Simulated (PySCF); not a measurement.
**Cost of response and excited-state runs on `InChI=1S/C3H5FOS/c4-3-1-2-6(3)5/h3H,1-2H2/t3-,6-/m1/s1`**

Numbering as in the mapped SMILES `[O:1]=[S@@:2]1[CH2:3][CH2:4][C@@H:5]1[F:6]`. Each H is labelled by its parent atom. Ha(C3), Ha(C4) are cis to F6 on the ring; Hb(C3), Hb(C4) are trans to F6 on the ring.

PySCF with density fitting, on 1 thread of an Arm Neoverse V1, shared host. Command: `OMP_NUM_THREADS=1 python excited_run.py task.json out`

Question: How long does each of these runs take, and how much memory?
- circular dichroism and optical rotation, B3LYP/STO-3G; 1 states; IEF-PCM methanol; Tamm-Dancoff; core frozen
- circular dichroism and optical rotation, B3LYP/def2-SVP; 20 states; IEF-PCM toluene; Tamm-Dancoff; wavelengths [488] nm
- circular dichroism and optical rotation, B3LYP/def2-SVP; 1 states
- circular dichroism and optical rotation, B3LYP/def2-SVPD; 16 states; writes grids
- circular dichroism and optical rotation, B3LYP/def2-SVPD; 2 states; wavelengths [2500, 1907, 405, 266] nm; core frozen
- excited states, BHandHLYP/def2-SVPD; Tamm-Dancoff; spin-orbit couplings; 8 states; 4 triplets; quadratic response for 4 states; writes grids

Answer: 
| run | level | basis functions | wall time | peak memory (GiB) |
| --- | --- | --- | --- | --- |
| circular dichroism and optical rotation | B3LYP/STO-3G | 39 | 3 s | 0.39 |
| circular dichroism and optical rotation | B3LYP/def2-SVP | 113 | 12 s | 0.59 |
| circular dichroism and optical rotation | B3LYP/def2-SVP | 113 | 15 s | 0.55 |
| circular dichroism and optical rotation | B3LYP/def2-SVPD | 173 | 52 s | 0.78 |
| circular dichroism and optical rotation | B3LYP/def2-SVPD | 173 | 25 s | 0.64 |
| excited states | BHandHLYP/def2-SVPD | 173 | 25 s | 0.61 |

Times from a shared host are rough.
